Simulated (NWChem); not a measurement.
Species: NO cation

```xyz
2

N      0.0000     0.0000    -0.5741
O      0.0000     0.0000     0.5023
```
Atoms are numbered in this order, from 1.

All runs: NWChem. Coordinates come from a PBE-D3(BJ)/def2-SVP optimisation.

For level CAM-B3LYP/def2-TZVP:

```
Property                      Value
---------------------------  ------
highest occupied level (eV)  -26.94
orbital gap (eV)              15.06
```

Question: How do the values read with level PW6B95/def2-TZVP instead?

Answer: 
| Quantity | Value |
|---|---|
| highest occupied level (eV) | -25.52 |
| orbital gap (eV) | 12.41 |
